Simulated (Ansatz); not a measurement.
## Structure optimisation: ruthenium, hcp

All numbers below come from Ansatz 0.2.0, DFT, m-r2SCAN, plane waves (500 eV) with PAW, scalar-relativistic. (PAW data from PBE, frozen cores regenerated.)

k-point mesh 13×13×8, Fermi-Dirac smearing 0.05 eV, starting moments 1.00 ×2 μB. Cell and atoms relax.

Starting structure:

```xyz
2
Lattice="2.7039 0.0000 0.0000 -1.3519 2.3416 0.0000 0.0000 0.0000 4.2817" Properties=species:S:1:pos:R:3 pbc="T T T"
Ru    0.0000    1.5611    1.0704
Ru    1.3519    0.7805    3.2113
```

Question: What cell does the relaxation end in?

Answer: P6_3/mmc with a = 2.706 Å, c = 4.255 Å (c/a = 1.572); 13.49 Å³ per atom against 13.55 at the start (-0.5 %).

Question: How much energy does the relaxation gain?

Answer: 1.1 meV per atom.

Question: Which magnetic state does it end in?

Answer: non-magnetic.

m-r²SCAN is r²SCAN on the gauge-invariant kinetic-energy density; without spin polarisation the two are equal.
